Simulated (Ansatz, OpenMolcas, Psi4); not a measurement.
**A ladder of methods for C2H2O (oxirene)**

The species is C2H2O (5 atoms), meant as a singlet with charge 0. SMILES: `C1=CO1`. Geometry: relaxed at PBE0-D4/def2-TZVP.

Each level gives the atomisation enthalpy at 298 K (kJ/mol). The values are calculated. The thermal term (zero-point and 298 K enthalpy, harmonic and unscaled) is that of PBE0-D4/def2-TZVP; the spin-orbit lowering of the free atoms at 298 K, 0.4 kJ/mol by their spectra, is taken off.

Measured value to compare with: Active Thermochemical Tables gives the atomisation enthalpy at 298 K of the gas as 1843 kJ/mol.

```
                level                    kind     program  value (kJ/mol)  computed − measured  CPU time (all runs)
     BLYP/aug-cc-pVDZ                     GGA      Ansatz            1822                  -21                  6 s
      PBE/aug-cc-pVDZ                     GGA  OpenMolcas            1909                  +66                 61 s
   revPBE/aug-cc-pVDZ                     GGA  OpenMolcas            1825                  -18                 58 s
CAM-B3LYP/aug-cc-pVDZ  range-separated hybrid        Psi4            1800                  -43                 37 s
 RPA@PBE0/aug-cc-pVDZ                     RPA      Ansatz            1595                 -248                7.7 s
      MP2/aug-cc-pVDZ     perturbation theory        Psi4            1741                 -102                 17 s
  BCCD(T)/aug-cc-pVDZ   coupled cluster or CI      Ansatz            1665                 -178                 16 s
     CCSD/aug-cc-pVDZ   coupled cluster or CI        Psi4            1622                 -221                 37 s
           FCI/STO-3G      exact in the basis      Ansatz            1683                 -160                 65 s
```

Nearest: revPBE/aug-cc-pVDZ (-18 kJ/mol); farthest: RPA@PBE0/aug-cc-pVDZ (-248 kJ/mol). Computed less measured by kind, in kJ/mol (of the ab initio rows, those in aug-cc-pVDZ): GGA -21 to +66; range-separated hybrid -43; RPA -248; perturbation theory -102; coupled cluster or CI -221 to -178. Wave-function methods converge slowly with the basis and bind too weakly in sets of this size; that is part of their error here. High-level rows in very small sets aren't better than simpler rows in larger ones. CPU times are rough (shared hosts, several kinds of processor and program).
